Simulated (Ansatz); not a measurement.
A nudged elastic band was laid between two geometries of CH5Al + H3P (11 atoms, charge 0, multiplicity 1).

Computed with RKS PBE/def2-SVP in Ansatz.

* movable images: 5
* climbing image: yes
* spring: 5.0 eV/Å²
* optimiser: quadratic models (default)
* start path: through a guess of the saddle point
* force threshold: 0.05 eV/Å
* iteration limit: 60
* end points: relaxed

Image 0:

```xyz
11
Properties=species:S:1:pos:R:3
Al 0.014 -0.145 0.441
C 0.015 0.464 2.320
H -0.935 0.258 2.854
H 0.852 0.046 2.917
H 0.145 1.569 2.321
H 1.404 -0.414 -0.318
H -1.341 -0.089 -0.421
P -0.331 -3.423 0.836
H -0.860 -2.851 -0.376
H 1.032 -3.137 0.474
H -0.478 -2.192 1.589
```

Image 6:

```xyz
11
Properties=species:S:1:pos:R:3
Al 0.100 -0.864 -0.001
C -0.110 0.250 2.685
H -0.957 0.445 3.369
H 0.854 0.455 3.185
H -0.213 0.916 1.805
H 1.588 -0.274 -0.006
H -1.150 0.023 -0.470
P -0.243 -3.144 0.499
H -1.134 -3.331 -0.619
H 0.930 -3.558 -0.229
H -0.146 -0.830 2.416
```

Problem. What changes between the two ends?

Solution. Bonds broken: Al1–C2, P8–H11. Bonds formed: Al1–P8, C2–H11. CH5Al + H3P becomes AlH4P + CH4.

Problem. What energy profile does the band end with?

Solution. The forces met the threshold. The highest image is number 2 of 0 to 6, 18.9 kcal/mol above the first end and 31.8 kcal/mol above the last; the last end lies 12.9 kcal/mol below the first. A vibrational analysis at the climbing image gives one clearly imaginary mode, 1087i cm⁻¹: a first-order saddle point. The orbitals stay closed-shell, which can raise the energy where a bond breaks towards radicals; this wasn't checked here.

| image | path coordinate (Å) | energy (kcal/mol) | Al1–C2 (Å) | P8–H11 (Å) | Al1–P8 (Å) |
| --- | --- | --- | --- | --- | --- |
| 0 | 0.00 | 0.0 | 1.98 | 1.45 | 3.32 |
| 1 | 0.82 | 1.7 | 1.98 | 1.46 | 3.10 |
| 2 | 1.64 | 18.9 | 2.13 | 1.78 | 2.64 |
| 3 | 2.20 | 1.2 | 2.39 | 2.16 | 2.44 |
| 4 | 2.76 | -9.7 | 2.66 | 2.46 | 2.37 |
| 5 | 3.31 | -12.6 | 2.83 | 2.79 | 2.36 |
| 6 | 3.87 | -12.9 | 2.92 | 3.01 | 2.36 |

Problem. What is the geometry of the highest image?

Solution. 
```xyz
11
Properties=species:S:1:pos:R:3
Al 0.068 -0.464 0.246
C -0.074 0.101 2.293
H -1.045 0.024 2.822
H 0.750 -0.144 2.992
H 0.050 1.174 2.016
H 1.570 -0.275 -0.253
H -1.270 -0.032 -0.505
P -0.235 -2.961 1.063
H -1.108 -2.920 -0.078
H 0.975 -3.098 0.299
H -0.163 -1.316 1.741
```

Problem. What are the harmonic wavenumbers there?

Solution. 1087i, 78, 98, 236, 311, 352, 431, 466, 476, 523, 674, 678, 704, 776, 1048, 1070, 1157, 1375, 1392, 1638, 1885, 1902, 2333, 2359, 2947, 3045, 3095 cm⁻¹.

The run took 2.4 min on 2 threads of Arm Neoverse V1, with other jobs on the host, peak memory 0.12 GiB.
